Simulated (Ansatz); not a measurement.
SiH₄S₂⁺, that is Si(SH)2H2 with one electron fewer. Total charge 1; doublet. Geometry r2SCAN-D4/def2-TZVP, that of the neutral singlet; atoms count from 1.

```xyz
7

Si   -0.5927    0.0636   -0.1493
S     0.0586   -1.0119    1.5769
H     0.7393    0.0260    2.0950
S     0.9914    0.8993   -1.3126
H     1.6128   -0.2784   -1.5025
H    -1.4245    1.2407    0.1894
H    -1.3849   -0.9393   -0.8970
```

Estimate the Mulliken populations from the PBE0/def2-TZVP orbitals of Ansatz.


```csv
atom,charge (e),spin (α − β)
Si1,0.20,-0.07
S2,0.06,0.52
H3,0.24,-0.01
S4,0.06,0.52
H5,0.24,-0.01
H6,0.10,0.03
H7,0.10,0.03
```
Mulliken values and Mayer orders depend strongly on the basis.

Where does the spin sit?

Summed by element: Si -0.07, S 1.03, H 0.03, of 1 unpaired in all. Largest on single atoms: S4 0.52, S2 0.52, Si1 -0.07.

And the Mayer bond orders between bonded heavy atoms (over 0.3)?

Si1–S2 1.11 (2.14 Å); Si1–S4 1.11 (2.14 Å). Values over 0.3 also appear between atoms too far apart for a bond (S2–S4 0.35 at 3.59 Å); they arise where an orbital or an unpaired electron spreads over both atoms.
